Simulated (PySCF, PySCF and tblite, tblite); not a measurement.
# C₃H₆N₂: a path driven as rotation about a bond, and NMR exchange

One table from this session's results is given with a row withheld; the runs are named, their logs left out.

Programs: PySCF 2.14.0 with density-fitted response routines of our own, and tblite 0.8.0. All values are computed, except where a source is named. Atoms count from 0 throughout.

### The molecule as given

11 atoms, charge 0, multiplicity 1; geometry from: force field or distance geometry start.

Bonds of the start (Å): C1–C2 1.46, C1–H6 1.10, C2–C3 1.35, C2–H7 1.09, C3–H8 1.08, C3–N4 1.38, N0–C1 1.30, N0–H5 1.02, N4–H10 1.02, N4–H9 1.02.

The first run:

The job: settings as JSON, then the geometry in Å.

```
{"job": {"xc": "GFN2-xTB", "basis": "xTB", "kind": "relax"}, "charge": 0, "multiplicity": 1}
N      2.483300    -0.618600     0.184300
C      1.181300    -0.567400     0.222600
C      0.393500     0.621700    -0.077700
C     -0.953600     0.634900    -0.091700
N     -1.845600    -0.385900     0.164100
H      2.861000     0.287400    -0.098700
H      0.638600    -1.478100     0.521500
H      0.935900     1.540400    -0.296300
H     -1.458000     1.563800    -0.297400
H     -1.483400    -1.327900     0.050000
H     -2.747700    -0.267500    -0.306700
```

Run with:

```console
> OMP_NUM_THREADS=1 python ens_run.py task.json out
```

The driver reads the study from task.json and runs its stages one after another.

Steps of the session up to this table: GFN2-xTB relaxation, start minimum; Relaxed scan, rotation; Nudged elastic band, leg 1; Saddle search, leg 1; DFT refinement, start: PBE0-D3(BJ)/def2-SVP; Shieldings, start: PBE0/pcSseg-1; Shieldings, saddle of leg 1: PBE0/pcSseg-1; Shieldings, end: PBE0/pcSseg-1; The path in numbers; Shieldings, start: PBE/pcSseg-1; Single-point energy, saddle of leg 1: PBE/pcSseg-1; Shieldings, end: PBE/pcSseg-1; Second level: PBE/pcSseg-1 + D3(BJ).

One of the session's tables, all rows but one given; the rest of the session is left out.

Barriers by level (kcal/mol; entropies in cal/(mol K)). Zero-point and thermal terms come from xTB in every row. ΔG‡ leaves symmetry out; the rate counts one path; effective ΔG‡, where given, is the barrier that would give that rate by Eyring's equation alone:

| level | ΔE‡ | with zero-point | ΔH‡ | ΔG‡ (298 K) | ΔE of reaction |
| --- | --- | --- | --- | --- | --- |
| GFN2-xTB | 7.30 | 6.87 | 6.46 | 7.21 | 1.83 |
| PBE0-D3(BJ)/def2-SVP | 7.70 | 7.28 | 6.86 | 7.62 | 1.60 |
| PBE0/pcSseg-1 + D3(BJ) | 7.00 | 6.57 | 6.16 | 6.91 | 1.53 |
| PBE/pcSseg-1 + D3(BJ) | ? | ? | ? | ? | ? |

Q: Estimate the row for PBE/pcSseg-1 + D3(BJ) from the others.

The run gave: ΔE‡: 7.91; with zero-point: 7.48; ΔH‡: 7.07; ΔG‡ (298 K): 7.83; ΔE of reaction: 1.67. In the column «ΔE‡» it is the highest.
